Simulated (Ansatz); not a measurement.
# SiH2Cl radical (SMILES [SiH2]Cl): one structure at several levels

How do the functionals fare away from a minimum? The structure is a frame of a short trajectory.

Method: single points in def2-TZVPP; program: Ansatz 0.2.0, Gaussian basis.

Cores are frozen in the correlated methods. Orbitals are unrestricted.

1 further run of the same task is left out (it didn't finish).

## Step 1: The starting structure

SMILES `[SiH2]Cl`, 4 atoms, charge 0, spin multiplicity 2.

Atoms are counted from 1 here; the program's logs count them from 0.

Bond lengths: Si1–Cl2 2.116 Å, Si1–H3 1.493 Å, Si1–H4 1.487 Å. Angles: Cl2–Si1–H3 104.9°, Cl2–Si1–H4 108.9°, H3–Si1–H4 108.8°.

Coordinates:

```xyz
4

Si   -0.3330    0.2583    0.1204
Cl    1.6354   -0.0698    0.8247
H    -0.9950   -1.0782    0.1924
H    -0.2697    0.6858   -1.3028
```

## Step 2: PBE-D4/def2-TZVPP

Contents of run/in.yaml:

```yaml
crystal:
  periodic: [false, false, false]
  atoms:
    - {symbol: Si, position_ang: [-0.333000, 0.258253, 0.120432]}
    - {symbol: Cl, position_ang: [1.635438, -0.069799, 0.824701]}
    - {symbol: H, position_ang: [-0.994982, -1.078211, 0.192351]}
    - {symbol: H, position_ang: [-0.269727, 0.685805, -1.302814]}
basis:
  gaussian: {orbitals: def2-TZVPP}
magnetization: {spin_polarized: true, initial_magnetization: 1}
hamiltonian: {xc: pbe, dispersion: d4}
output: {forces: true}
```

Command:

```sh
ansatz run in.yaml --threads 2 --pin off --events-out ev --progress --plain --max-ram 3481MiB
```

## Step 3: r2SCAN-D4/def2-TZVPP

run/in.yaml: that of step 2 with these lines changed.

```diff
@@ -10,3 +10,3 @@
 magnetization: {spin_polarized: true, initial_magnetization: 1}
-hamiltonian: {xc: pbe, dispersion: d4}
+hamiltonian: {xc: r2scan, dispersion: d4}
 output: {forces: true}
```

## Step 4: PBE0-D4/def2-TZVPP

run/in.yaml: that of step 3 with these lines changed.

```diff
@@ -10,3 +10,3 @@
 magnetization: {spin_polarized: true, initial_magnetization: 1}
-hamiltonian: {xc: r2scan, dispersion: d4}
-output: {forces: true}
+hamiltonian: {xc: pbe0, dispersion: d4}
+output: {forces: true, orbitals: {seedname: orbitals}}
```

## Step 5: wB97M-V/def2-TZVPP

run/in.yaml: that of step 4 with these lines changed.

```diff
@@ -10,3 +10,3 @@
 magnetization: {spin_polarized: true, initial_magnetization: 1}
-hamiltonian: {xc: pbe0, dispersion: d4}
-output: {forces: true, orbitals: {seedname: orbitals}}
+hamiltonian: {xc: {name: wB97M-V}}
+output: {forces: true}
```

## Step 6: CCSD(T)/def2-TZVPP

run/in.yaml: that of step 5 with these lines changed.

```diff
@@ -10,3 +10,4 @@
 magnetization: {spin_polarized: true, initial_magnetization: 1}
-hamiltonian: {xc: {name: wB97M-V}}
+correlation: {method: ccsd_t}
+scf: {omitted_lower_state_checks: [cluster_reference]}
 output: {forces: true}
```

(Steps that only read results are left out.)

**Question.** What will these runs give? Wanted: energy less free atoms, CCSD(T)/def2-TZVPP; RMS force component; RMS force error; HOMO and LUMO, PBE0-D4; T1 diagnostic.

The runs gave:

| quantity | value |
| --- | --- |
| energy less free atoms, CCSD(T)/def2-TZVPP | -234.6 kcal/mol |
| RMS force component | 0.320 to 0.413 eV/Å over the methods |
| RMS force error | PBE-D4 0.177, r2SCAN-D4 0.057, PBE0-D4 0.075, wB97M-V 0.031 eV/Å |
| HOMO and LUMO, PBE0-D4 | -6.82 and -3.05 eV |
| T1 diagnostic | 0.013 |

Against CCSD(T) the functionals' energies less atoms differ by -11.5 to -6.4 kcal/mol, PBE-D4 by -8.0 kcal/mol. CCSD(T) in triple zeta still lacks some correlation energy of the bonds, so part of these gaps is its own basis error and they don't rank the functionals. On forces the order runs from wB97M-V to PBE-D4. Frozen-core CCSD(T) forces in triple zeta carry basis errors of their own, and this is one geometry, so small gaps rank nothing.
